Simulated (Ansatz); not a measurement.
Complex (SMILES): F (HF) with F (HF), atoms 1 to 2 the first; geometry from A24 set, monomers rigid:
```xyz
4

H      0.0000     0.8027     1.6953
F      0.0000    -0.0460     1.3403
H      0.0000    -0.1204    -0.4908
F      0.0000     0.0098    -1.4042
```

Interaction energy at PBE0 with Ansatz (a program for electronic structure), kcal/mol, without and with the counterpoise correction (monomers among the partner's ghost functions). All functions are spherical. The program fits the integrals of some runs and decomposes those of others, by size. No added dispersion term, no relativity. Reference, counterpoise-corrected: the value in aug-cc-pV5Z, -4.66.

```
basis       functions  uncorrected
----------  ---------  -----------
3-21G              22       -13.15
def2-SVP           38        -7.83
pcseg-1            38        -6.71
6-311+G**          56        -5.19
def2-SVPD          62        -5.12
def2-TZVP          74        -5.32
def2-TZVPD         98        -4.61
pcseg-4           324        -4.66
```

How large is the counterpoise correction in each set?

3-21G 6.79, def2-SVP 2.63, pcseg-1 1.59, 6-311+G** 0.46, def2-SVPD 0.42, def2-TZVP 0.48, def2-TZVPD 0.05, pcseg-4 0.00 kcal/mol. The corrected value lies nearer the reference in 7 of 8 rows.
